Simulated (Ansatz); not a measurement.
Consider a ladder of basis sets of AlFHS, SMILES [F][Al][SH] (Ansatz 0.2.0, Python API).

The script, `run_basis.py`:
```python
"""How the energy of AlFHS converges with the basis."""

import ansatz as az
from ase import Atoms

LEVEL = "mp2"

atoms = Atoms(["F", "Al", "S", "H"], positions=[
    [-2.0369, 0.0736, 0.6984],
    [-0.3628, 0.6214, 0.7728],
    [0.9892, 0.2498, -0.9986],
    [1.4661, -1.0052, -0.4929],
])
mol = az.Crystal.molecule_from_ase(atoms)

setup = (
    mol.calculation()
    .correlation(LEVEL)
    .spin("collinear", total=1)
)

energies = {}
for basis in ["cc-pVDZ", "cc-pVTZ"]:
    r = setup.basis(gaussian=basis).run().report
    size = r["n_frozen"] + r["n_occupied"][0] + r["n_virtual"][0]
    energies[basis] = (r["reference_energy_ev"] / 27.211386246, r["free_energy_ev"] / 27.211386246)
    print(f"{basis:14s} {size:4d} orbitals  reference {energies[basis][0]:14.6f} Ha  total {energies[basis][1]:14.6f} Ha")

# two-point extrapolation: the basis-set error of the correlation energy falls as X^-3
small, large = (energies[b][1] - energies[b][0] for b in ("cc-pVDZ", "cc-pVTZ"))
limit = (3 ** 3 * large - 2 ** 3 * small) / (3 ** 3 - 2 ** 3)
print(f"correlation energy: {small:.6f} and {large:.6f} Ha, extrapolated {limit:.6f} Ha")
print(f"share caught by the larger set: {100 * large / limit:.1f} %")
```

How far does the total energy move along this ladder of basis sets?

Against cc-pVDZ: cc-pVTZ -183.8 mHa. The last step alone is -183.78 mHa.

The output:

```console
$ python run_basis.py
cc-pVDZ          55 orbitals  reference    -739.551138 Ha  total    -739.917388 Ha
cc-pVTZ         112 orbitals  reference    -739.614788 Ha  total    -740.101171 Ha
correlation energy: -0.366250 and -0.486383 Ha, extrapolated -0.536966 Ha
share caught by the larger set: 90.6 %
```

What to keep in mind:
- The drop along the ladder measures the basis error, and is no property of the molecule.
- The geometry is a force-field or estimated start, not a minimum of this method, and the last set is no limit. Much of the fall in a total is atomic energy, which cancels in bond and reaction energies.
- The species is open-shell (spin multiplicity 2).
- Inner cores stay frozen, so this is valence correlation.
- For Al to Cl the sets with a tight d function, cc-pV(X+d)Z, are usual.
- An extrapolation from small basis sets is rough.
- Timing: 2.4 s on 1 thread of Intel(R) Xeon(R) Processor @ 2.30GHz (shared host), peak memory 0.3 GiB.
